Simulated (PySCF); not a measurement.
# BH2F (SMILES BF): NEVPT2(10,10)/pcSseg-1, part 2 of 2

PySCF 2.14.0. The steps go on from the part before.

## 3. The distorted shape at the same level

File job.py:

```python
import numpy
from pyscf import gto, scf, mp, mcscf, mrpt

mol = gto.Mole()
mol.atom = '''
B     -0.012264     0.006443    -0.059396
F      1.105951    -0.298883     0.596822
H     -0.974240    -0.627652     0.188605
H      0.052461     0.881499    -0.830885
'''
mol.basis = 'pcsseg-1'
mol.max_memory = 1860
mol.verbose = 4
mol.spin = 0
mol.charge = 0
mol.build()

mf = scf.RHF(mol)
mf.kernel()

pt = mp.MP2(scf.addons.convert_to_uhf(mf)).run()
noons, natorbs = mcscf.addons.make_natural_orbitals(pt)
print('natural occupations', numpy.round(noons[:40], 4))
cas = mcscf.CASSCF(mf, 10, 10)
cas.fix_spin_(ss=0.0)
cas.natorb = True
cas.kernel(natorbs)
e_pt2 = mrpt.NEVPT(cas).kernel()
e_tot = cas.e_tot + e_pt2
print('E = %.10f Eh' % e_tot)
```

Started as:

```console
$ OMP_NUM_THREADS=1 python job.py
```

Standard output:

```text
PySCF version 2.14.0

[INPUT] num. atoms = 4
[INPUT] num. electrons = 16
[INPUT] charge = 0
[INPUT] spin (= nelec alpha-beta = 2S) = 0
[INPUT] symmetry False subgroup None
[INPUT] Mole.unit = angstrom
[INPUT] Symbol           X                Y                Z      unit          X                Y                Z       unit  Magmom
[INPUT]  1 B     -0.012264000000   0.006443000000  -0.059396000000 AA   -0.023175601192   0.012175505421  -0.112242172895 Bohr   0.0
[INPUT]  2 F      1.105951000000  -0.298883000000   0.596822000000 AA    2.089944497189  -0.564807013288   1.127830125115 Bohr   0.0
[INPUT]  3 H     -0.974240000000  -0.627652000000   0.188605000000 AA   -1.841046779596  -1.186090381536   0.356411795724 Bohr   0.0
[INPUT]  4 H      0.052461000000   0.881499000000  -0.830885000000 AA    0.099136922221   1.665791689078  -1.570145091009 Bohr   0.0

nuclear repulsion = 27.0951368192944
number of shells = 20
number of NR pGTOs = 76
number of NR cGTOs = 44
basis = pcsseg-1
ecp = {}

******** <class 'pyscf.scf.hf.RHF'> ********
method = RHF
initial guess = minao
damping factor = 0
level_shift factor = 0
DIIS = <class 'pyscf.scf.diis.CDIIS'>
diis_start_cycle = 1
diis_space = 8
diis_damp = 0
SCF conv_tol = 1e-09
SCF conv_tol_grad = None
SCF max_cycles = 50
direct_scf = True
direct_scf_tol = 1e-13
Set gradient conv threshold to 3.16228e-05
Initial guess from minao.
init E= -125.224792488385
  HOMO = -0.36052368208209  LUMO = 0.0218678770527143  gap/eV = 10.40540
cycle= 1 E= -125.262868981044  delta_E= -0.0381  |g|= 0.436  |ddm|= 1.39
  HOMO = -0.498440558206786  LUMO = 0.0661902540922208  gap/eV = 15.36439
cycle= 2 E= -125.297204374233  delta_E= -0.0343  |g|= 0.26  |ddm|= 0.351
  HOMO = -0.501430400428976  LUMO = 0.0819989349965846  gap/eV = 15.87592
cycle= 3 E= -125.306728142182  delta_E= -0.00952  |g|= 0.0355  |ddm|= 0.144
  HOMO = -0.49381368360087  LUMO = 0.0907276821658201  gap/eV = 15.90618
cycle= 4 E= -125.307129729738  delta_E= -0.000402  |g|= 0.0066  |ddm|= 0.0378
  HOMO = -0.495613570635658  LUMO = 0.0895400226052248  gap/eV = 15.92284
cycle= 5 E= -125.307149762372  delta_E= -2e-05  |g|= 0.00109  |ddm|= 0.0116
  HOMO = -0.495804340632485  LUMO = 0.0894557973695216  gap/eV = 15.92574
cycle= 6 E= -125.307150338841  delta_E= -5.76e-07  |g|= 0.000222  |ddm|= 0.0022
  HOMO = -0.49580577143526  LUMO = 0.089479455000542  gap/eV = 15.92642
cycle= 7 E= -125.307150363235  delta_E= -2.44e-08  |g|= 4.63e-05  |ddm|= 0.000497
  HOMO = -0.495805452907247  LUMO = 0.0894781337837367  gap/eV = 15.92638
cycle= 8 E= -125.307150364286  delta_E= -1.05e-09  |g|= 7.05e-06  |ddm|= 7.47e-05
  HOMO = -0.49580500671988  LUMO = 0.0894778040445106  gap/eV = 15.92636
cycle= 9 E= -125.307150364315  delta_E= -2.85e-11  |g|= 1.34e-06  |ddm|= 1.02e-05
  HOMO = -0.495805059406726  LUMO = 0.0894776872602732  gap/eV = 15.92635
Extra cycle  E= -125.307150364315  delta_E= -9.66e-13  |g|= 6.06e-07  |ddm|= 1.84e-06
converged SCF energy = -125.307150364315

******** <class 'pyscf.mp.ump2.UMP2'> ********
nocc = (np.int64(8), np.int64(8)), nmo = (44, 44)
E(UMP2) = -125.607187885212  E_corr = -0.300037520896926
E(SCS-UMP2) = -125.6039474726  E_corr = -0.29679710828491
E_corr(same-spin) = -0.0729783655285403
E_corr(oppo-spin) = -0.227059155368386
natural occupations [1.9998e+00 1.9994e+00 1.9893e+00 1.9801e+00 1.9796e+00 1.9736e+00
 1.9698e+00 1.9695e+00 2.3900e-02 2.2700e-02 1.9500e-02 9.5000e-03
 9.3000e-03 7.8000e-03 5.1000e-03 4.9000e-03 4.6000e-03 4.5000e-03
 3.8000e-03 3.7000e-03 3.6000e-03 2.8000e-03 2.5000e-03 2.3000e-03
 1.5000e-03 8.0000e-04 8.0000e-04 6.0000e-04 5.0000e-04 5.0000e-04
 5.0000e-04 5.0000e-04 4.0000e-04 3.0000e-04 3.0000e-04 3.0000e-04
 3.0000e-04 2.0000e-04 1.0000e-04 1.0000e-04]

******** <class 'pyscf.mcscf.mc1step.CASSCF'> ********
CAS (5e+5e, 10o), ncore = 3, nvir = 31
max_cycle_macro = 50
max_cycle_micro = 4
conv_tol = 1e-07
conv_tol_grad = None
orbital rotation max_stepsize = 0.02
orbital rotation threshold for CI restart = 0.01
augmented hessian ah_max_cycle = 30
augmented hessian ah_conv_tol = 1e-12
augmented hessian ah_linear dependence = 1e-14
augmented hessian ah_level shift = 1e-08
augmented hessian ah_start_tol = 2.5
augmented hessian ah_start_cycle = 3
augmented hessian ah_grad_trust_region = 3
kf_trust_region = 3
kf_interval = 4
ci_response_space = 4
ci_grad_trust_region = 3
with_dep4 0
natorb = True
canonicalization = True
sorting_mo_energy = False
ao2mo_level = 2
internal_rotation = False
******** <class 'pyscf.fci.addons.SpinPenaltyFCISolver'> ********
max. cycles = 50
conv_tol = 1e-08
davidson only = True
linear dependence = 1e-12
level shift = 0.001
max iter space = 12
nroots = 1
pspace_size = 400
spin = None
CASCI E = -125.415200012643  S^2 = 0.0000000
Set conv_tol_grad to 0.000316228
macro iter   1 ( 21 JK    4 micro), CASSCF E = -125.424867730767  dE = -9.66771812e-03  S^2 = 0.0000000
               |grad[o]|=0.111  |grad[c]|=0.039  |ddm|=0.0111  |maxRot[o]|=0.314
macro iter   2 ( 21 JK    4 micro), CASSCF E = -125.436868663056  dE = -1.20009323e-02  S^2 = 0.0000000
               |grad[o]|=0.0649  |grad[c]|=0.0256  |ddm|=0.00861  |maxRot[o]|=0.314
macro iter   3 ( 21 JK    4 micro), CASSCF E = -125.448072948563  dE = -1.12042855e-02  S^2 = 0.0000000
               |grad[o]|=0.0458  |grad[c]|=0.0178  |ddm|=0.00895  |maxRot[o]|=0.256
macro iter   4 ( 21 JK    4 micro), CASSCF E = -125.454243284553  dE = -6.17033599e-03  S^2 = 0.0000000
               |grad[o]|=0.0275  |grad[c]|=0.0118  |ddm|=0.00656  |maxRot[o]|=0.201
macro iter   5 ( 21 JK    4 micro), CASSCF E = -125.454986678059  dE = -7.43393506e-04  S^2 = 0.0000000
               |grad[o]|=0.0154  |grad[c]|=0.00976  |ddm|=0.00433  |maxRot[o]|=0.0834
macro iter   6 ( 21 JK    4 micro), CASSCF E = -125.455568552740  dE = -5.81874682e-04  S^2 = 0.0000000
               |grad[o]|=0.012  |grad[c]|=0.0092  |ddm|=0.00188  |maxRot[o]|=0.0348
macro iter   7 ( 11 JK    3 micro), CASSCF E = -125.456495044638  dE = -9.26491898e-04  S^2 = 0.0000000
               |grad[o]|=0.0107  |grad[c]|=0.00231  |ddm|=0.000846  |maxRot[o]|=0.0539
macro iter   8 ( 20 JK    4 micro), CASSCF E = -125.457020702448  dE = -5.25657810e-04  S^2 = 0.0000000
               |grad[o]|=0.00854  |grad[c]|=0.00907  |ddm|=0.00155  |maxRot[o]|=0.0334
macro iter   9 ( 20 JK    4 micro), CASSCF E = -125.457372008765  dE = -3.51306317e-04  S^2 = 0.0000000
               |grad[o]|=0.00726  |grad[c]|=0.00832  |ddm|=0.00134  |maxRot[o]|=0.0252
macro iter  10 ( 20 JK    4 micro), CASSCF E = -125.457593700684  dE = -2.21691919e-04  S^2 = 0.0000000
               |grad[o]|=0.00619  |grad[c]|=0.0075  |ddm|=0.00115  |maxRot[o]|= 0.02
macro iter  11 ( 20 JK    4 micro), CASSCF E = -125.457762921242  dE = -1.69220558e-04  S^2 = 0.0000000
               |grad[o]|=0.0054  |grad[c]|=0.0073  |ddm|=0.00112  |maxRot[o]|= 0.02
macro iter  12 ( 18 JK    4 micro), CASSCF E = -125.457892806773  dE = -1.29885531e-04  S^2 = 0.0000000
               |grad[o]|=0.00468  |grad[c]|=0.00487  |ddm|=0.000787  |maxRot[o]|= 0.02
macro iter  13 ( 18 JK    4 micro), CASSCF E = -125.457993206363  dE = -1.00399590e-04  S^2 = 0.0000000
               |grad[o]|=0.00399  |grad[c]|=0.00487  |ddm|=0.000795  |maxRot[o]|= 0.02
macro iter  14 ( 14 JK    4 micro), CASSCF E = -125.458077434753  dE = -8.42283898e-05  S^2 = 0.0000000
               |grad[o]|=0.00329  |grad[c]|=0.00307  |ddm|=0.00058  |maxRot[o]|=0.0231
macro iter  15 ( 11 JK    4 micro), CASSCF E = -125.458143720023  dE = -6.62852706e-05  S^2 = 0.0000000
               |grad[o]|=0.00241  |grad[c]|=0.00107  |ddm|=0.000331  |maxRot[o]|=0.0335
macro iter  16 (  9 JK    3 micro), CASSCF E = -125.458151641394  dE = -7.92137121e-06  S^2 = 0.0000000
               |grad[o]|=0.000858  |grad[c]|=0.000161  |ddm|=0.000152  |maxRot[o]|=0.0146
macro iter  17 (  4 JK    1 micro), CASSCF E = -125.458151733074  dE = -9.16800218e-08  S^2 = 0.0000000
               |grad[o]|=0.000117  |grad[c]|=7.88e-05  |ddm|=2.14e-05  |maxRot[o]|=0.00163
1-step CASSCF converged in  17 macro (291 JK  63 micro) steps
CASSCF canonicalization
Natural occ [1.99105327 1.98559889 1.98193386 1.97996886 1.97918117 0.02103945
 0.02060105 0.01822982 0.01279362 0.00960001]
Natural orbital (expansion on meta-Lowdin AOs) in CAS space
               #1        #2        #3        #4        #5
0 B 1s          -0.00415   0.00546   0.00468   0.00458  -0.00000
0 B 2s           0.16273  -0.35841  -0.21062   0.00394   0.00007
0 B 3s          -0.00045   0.03928   0.03372   0.02839  -0.00002
0 B 2px          0.17552   0.35411   0.01897  -0.39683  -0.07011
0 B 2py         -0.10394   0.32350   0.10903  -0.02886   0.18749
0 B 2pz          0.15377  -0.17299  -0.09233  -0.10843   0.20692
0 B 3px         -0.00113   0.03440  -0.00323  -0.09761  -0.00349
0 B 3py         -0.00731   0.03858   0.03753  -0.00020   0.00938
0 B 3pz          0.00624  -0.02328  -0.03511  -0.03294   0.01038
0 B 4px          0.00597  -0.00407  -0.00764  -0.01822  -0.00064
0 B 4py         -0.00160   0.00039   0.00351   0.00446   0.00173
0 B 4pz          0.00348  -0.00173  -0.00578  -0.01023   0.00192
0 B 3dxy        -0.00375  -0.01066  -0.01519   0.02507   0.02115
0 B 3dyz        -0.00067   0.01033  -0.00829   0.00622   0.00548
0 B 3dz^2       -0.00253   0.00566   0.01670  -0.00444   0.02154
0 B 3dxz         0.00911   0.00244  -0.00251  -0.02881   0.01696
[... 20 lines of this table left out ...]
2 H 2px          0.00031  -0.01934  -0.01127   0.01349   0.00040
2 H 2py          0.00218  -0.01288  -0.01119   0.00843  -0.00106
2 H 2pz         -0.00187   0.00511   0.00632  -0.00306  -0.00117
3 H 1s          -0.01932   0.00451   0.11607  -0.00328  -0.00001
3 H 2s           0.00494   0.00174   0.01696  -0.00527   0.00000
3 H 2px         -0.00134  -0.00220  -0.00411   0.00455   0.00038
3 H 2py          0.00164  -0.00002  -0.00671   0.00044  -0.00103
3 H 2pz         -0.00194  -0.00073   0.00469   0.00114  -0.00114
               #6        #7        #8        #9        #10
0 B 1s          -0.00452  -0.00001  -0.00153  -0.00184   0.00204
0 B 2s           0.50167   0.00112   0.08589   0.31628  -0.16802
0 B 3s          -0.13177  -0.00030  -0.08137   0.00273  -0.11209
0 B 2px          0.06174   0.14700   0.49887  -0.28407  -0.37252
0 B 2py         -0.30032  -0.39280   0.18152  -0.02568   0.06831
0 B 2pz          0.29517  -0.43189   0.00479  -0.07314  -0.18832
0 B 3px          0.13196  -0.00667   0.14501  -0.23507   0.06754
0 B 3py         -0.04262   0.01863  -0.09154  -0.11934  -0.04144
0 B 3pz          0.08334   0.02086   0.13219   0.02841   0.06048
0 B 4px         -0.03887  -0.00324  -0.05041  -0.01557   0.00579
0 B 4py          0.02498   0.00848  -0.01622  -0.03300  -0.00519
0 B 4pz         -0.03588   0.00921  -0.00240   0.02462   0.00667
0 B 3dxy        -0.00163  -0.08734  -0.01541   0.12469   0.06623
0 B 3dyz        -0.04651  -0.02243   0.02389   0.02716   0.02766
0 B 3dz^2       -0.01846  -0.09033  -0.02442  -0.07465   0.00745
0 B 3dxz         0.04568  -0.06921   0.05054  -0.06197  -0.10897
[... 20 lines of this table left out ...]
2 H 2px          0.01256  -0.00516  -0.00888   0.09882   0.04349
2 H 2py          0.01761   0.01384   0.00177   0.06676  -0.00850
2 H 2pz         -0.01174   0.01522  -0.00463  -0.02688   0.02248
3 H 1s           0.01016   0.00002  -0.14457  -0.15171  -0.01405
3 H 2s           0.00585   0.00001  -0.04767   0.00514  -0.02277
3 H 2px          0.00106  -0.00539  -0.01309   0.02375   0.04447
3 H 2py         -0.00475   0.01441   0.02601   0.03409   0.00236
3 H 2pz          0.00460   0.01591  -0.02804  -0.02285   0.01295
<CAS-nat-orb|mo-hf>  4      3        0.95624223
<CAS-nat-orb|mo-hf>  5      4        0.44688597
<CAS-nat-orb|mo-hf>  5      5        0.72894871
<CAS-nat-orb|mo-hf>  6      4        0.47151190
<CAS-nat-orb|mo-hf>  6      5       -0.59304806
<CAS-nat-orb|mo-hf>  6      8       -0.64265386
<CAS-nat-orb|mo-hf>  7      4        0.60500001
<CAS-nat-orb|mo-hf>  7      7        0.64581130
<CAS-nat-orb|mo-hf>  8      6        0.99973591
<CAS-nat-orb|mo-hf>  9      16       0.40253522
<CAS-nat-orb|mo-hf>  9      17      -0.46082472
<CAS-nat-orb|mo-hf>  10     9       -0.54859782
<CAS-nat-orb|mo-hf>  10     20      -0.79377507
<CAS-nat-orb|mo-hf>  11     16       0.45725942
<CAS-nat-orb|mo-hf>  11     21       0.52308212
<CAS-nat-orb|mo-hf>  12     21       0.58535385
<CAS-nat-orb|mo-hf>  13     19      -0.48136259
<CAS-nat-orb|mo-hf>  13     28      -0.64549292
CASSCF energy = -125.458151733074
CASCI E = -125.458151733074  E(CI) = -35.0588519610645  S^2 = 0.0000000

******** <class 'pyscf.mrpt.nevpt2.NEVPT'> ********
NEVPT2 (5e+5e, 10o), ncore = 3, nvir = 31
root = 0
Natural occ [1.99105327 1.98559889 1.98193386 1.97996886 1.97918117 0.02103945
 0.02060105 0.01822982 0.01279362 0.00960001]
Natural orbital (expansion on meta-Lowdin AOs) in CAS space
               #1        #2        #3        #4        #5
0 B 1s          -0.00415   0.00546   0.00468   0.00458  -0.00000
0 B 2s           0.16273  -0.35841  -0.21062   0.00394   0.00007
0 B 3s          -0.00045   0.03928   0.03372   0.02839  -0.00002
0 B 2px          0.17552   0.35411   0.01897  -0.39683  -0.07011
0 B 2py         -0.10394   0.32350   0.10903  -0.02886   0.18749
0 B 2pz          0.15377  -0.17299  -0.09233  -0.10843   0.20692
0 B 3px         -0.00113   0.03440  -0.00323  -0.09761  -0.00349
0 B 3py         -0.00731   0.03858   0.03753  -0.00020   0.00938
0 B 3pz          0.00624  -0.02328  -0.03511  -0.03294   0.01038
0 B 4px          0.00597  -0.00407  -0.00764  -0.01822  -0.00064
0 B 4py         -0.00160   0.00039   0.00351   0.00446   0.00173
0 B 4pz          0.00348  -0.00173  -0.00578  -0.01023   0.00192
0 B 3dxy        -0.00375  -0.01066  -0.01519   0.02507   0.02115
0 B 3dyz        -0.00067   0.01033  -0.00829   0.00622   0.00548
0 B 3dz^2       -0.00253   0.00566   0.01670  -0.00444   0.02154
0 B 3dxz         0.00911   0.00244  -0.00251  -0.02881   0.01696
[... 20 lines of this table left out ...]
2 H 2px          0.00031  -0.01934  -0.01127   0.01349   0.00040
2 H 2py          0.00218  -0.01288  -0.01119   0.00843  -0.00106
2 H 2pz         -0.00187   0.00511   0.00632  -0.00306  -0.00117
3 H 1s          -0.01932   0.00451   0.11607  -0.00328  -0.00001
3 H 2s           0.00494   0.00174   0.01696  -0.00527   0.00000
3 H 2px         -0.00134  -0.00220  -0.00411   0.00455   0.00038
3 H 2py          0.00164  -0.00002  -0.00671   0.00044  -0.00103
3 H 2pz         -0.00194  -0.00073   0.00469   0.00114  -0.00114
               #6        #7        #8        #9        #10
0 B 1s          -0.00452  -0.00001  -0.00153  -0.00184   0.00204
0 B 2s           0.50167   0.00112   0.08589   0.31628  -0.16802
0 B 3s          -0.13177  -0.00030  -0.08137   0.00273  -0.11209
0 B 2px          0.06174   0.14700   0.49887  -0.28407  -0.37252
0 B 2py         -0.30032  -0.39280   0.18152  -0.02568   0.06831
0 B 2pz          0.29517  -0.43189   0.00479  -0.07314  -0.18832
0 B 3px          0.13196  -0.00667   0.14501  -0.23507   0.06754
0 B 3py         -0.04262   0.01863  -0.09154  -0.11934  -0.04144
0 B 3pz          0.08334   0.02086   0.13219   0.02841   0.06048
0 B 4px         -0.03887  -0.00324  -0.05041  -0.01557   0.00579
0 B 4py          0.02498   0.00848  -0.01622  -0.03300  -0.00519
0 B 4pz         -0.03588   0.00921  -0.00240   0.02462   0.00667
0 B 3dxy        -0.00163  -0.08734  -0.01541   0.12469   0.06623
0 B 3dyz        -0.04651  -0.02243   0.02389   0.02716   0.02766
0 B 3dz^2       -0.01846  -0.09033  -0.02442  -0.07465   0.00745
0 B 3dxz         0.04568  -0.06921   0.05054  -0.06197  -0.10897
[... 20 lines of this table left out ...]
2 H 2px          0.01256  -0.00516  -0.00888   0.09882   0.04349
2 H 2py          0.01761   0.01384   0.00177   0.06676  -0.00850
2 H 2pz         -0.01174   0.01522  -0.00463  -0.02688   0.02248
3 H 1s           0.01016   0.00002  -0.14457  -0.15171  -0.01405
3 H 2s           0.00585   0.00001  -0.04767   0.00514  -0.02277
3 H 2px          0.00106  -0.00539  -0.01309   0.02375   0.04447
3 H 2py         -0.00475   0.01441   0.02601   0.03409   0.00236
3 H 2pz          0.00460   0.01591  -0.02804  -0.02285   0.01295
<CAS-nat-orb|mo-hf>  4      3        0.95624223
<CAS-nat-orb|mo-hf>  5      4        0.44688597
<CAS-nat-orb|mo-hf>  5      5        0.72894871
<CAS-nat-orb|mo-hf>  6      4        0.47151190
<CAS-nat-orb|mo-hf>  6      5       -0.59304806
<CAS-nat-orb|mo-hf>  6      8       -0.64265386
<CAS-nat-orb|mo-hf>  7      4        0.60500001
<CAS-nat-orb|mo-hf>  7      7        0.64581130
<CAS-nat-orb|mo-hf>  8      6        0.99973591
<CAS-nat-orb|mo-hf>  9      16       0.40253522
<CAS-nat-orb|mo-hf>  9      17      -0.46082472
<CAS-nat-orb|mo-hf>  10     9       -0.54859782
<CAS-nat-orb|mo-hf>  10     20      -0.79377507
<CAS-nat-orb|mo-hf>  11     16       0.45725942
<CAS-nat-orb|mo-hf>  11     21       0.52308212
<CAS-nat-orb|mo-hf>  12     21       0.58535385
<CAS-nat-orb|mo-hf>  13     19      -0.48136259
<CAS-nat-orb|mo-hf>  13     28      -0.64549292
Sr    (-1)',   E = -0.01561461452892
Si    (+1)',   E = -0.00087711110038
Sijrs (0)  ,   E = -0.02357451997209
Sijr  (+1) ,   E = -0.00378763165109
Srsi  (-1) ,   E = -0.01113814232160
Srs   (-2) ,   E = -0.06995914999371
Sij   (+2) ,   E = -0.00060529481779
Sir   (0)' ,   E = -0.00733189447173
Nevpt2 Energy = -0.132888358857299
E = -125.5910400919 Eh
```

Run time: 89 s. Hardware: 1 thread of Intel Xeon at 2.50GHz (Skylake/Cascade Lake), shared host; peak memory 0.18 GiB.

## 4. What came out

The summary covers parts 1 to 2.

At NEVPT2(10,10)/pcSseg-1:

```
                                              quantity          value
                             first shape: total energy  -125.59133 Eh
     first shape: dipole moment (Hartree–Fock density)         1.05 D
      first shape: HOMO energy (Hartree–Fock orbitals)      -13.28 eV
      first shape: LUMO energy (Hartree–Fock orbitals)        2.47 eV
    first shape: HOMO–LUMO gap (Hartree–Fock orbitals)       15.75 eV
                         distorted shape: total energy  -125.59104 Eh
 distorted shape: dipole moment (Hartree–Fock density)         1.19 D
  distorted shape: HOMO energy (Hartree–Fock orbitals)      -13.49 eV
  distorted shape: LUMO energy (Hartree–Fock orbitals)        2.43 eV
distorted shape: HOMO–LUMO gap (Hartree–Fock orbitals)       15.93 eV
                energy change with the atoms displaced       0.008 eV
```

**Reading.** With the atoms displaced the energy rises by 0.01 eV (0.8 kJ/mol). The first shape isn't relaxed at this level, so the change isn't measured from a minimum. Mulliken charges (first shape) of the mean-field density run from -0.39 on F2 to +0.62 on B1. Mulliken charges (distorted shape) of the mean-field density run from -0.40 on F2 to +0.63 on B1.
